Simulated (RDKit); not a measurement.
Job for RDKit: MMFF94 on CH3Cl (SMILES CCl).

```python
from rdkit import Chem
from rdkit.Chem import AllChem, rdDetermineBonds

blocks = [
'''5

C    -1.49512800    1.12579900   -0.00000200
Cl   -1.40247600   -0.66254400    0.00013900
H    -0.48106900    1.51836100   -0.00121600
H    -2.02718100    1.43516300    0.89531200
H    -2.02924000    1.43492300   -0.89417200
''',
]
mol = None
for b in blocks:
    f = Chem.MolFromXYZBlock(b)
    rdDetermineBonds.DetermineBonds(f, charge=0)
    mol = f if mol is None else Chem.CombineMols(mol, f)
Chem.SanitizeMol(mol)
print(Chem.MolToSmiles(Chem.RemoveHs(mol)))
ff = AllChem.MMFFGetMoleculeForceField(mol, AllChem.MMFFGetMoleculeProperties(mol), nonBondedThresh=100.0, ignoreInterfragInteractions=False)
e = ff.CalcEnergy()
print(f'MMFF94 energy {e:.6f} kcal/mol')
```

Program output:

```
CCl
MMFF94 energy 0.212388 kcal/mol
```

The run finished.

Cost: around 0.05 core-seconds (rough).
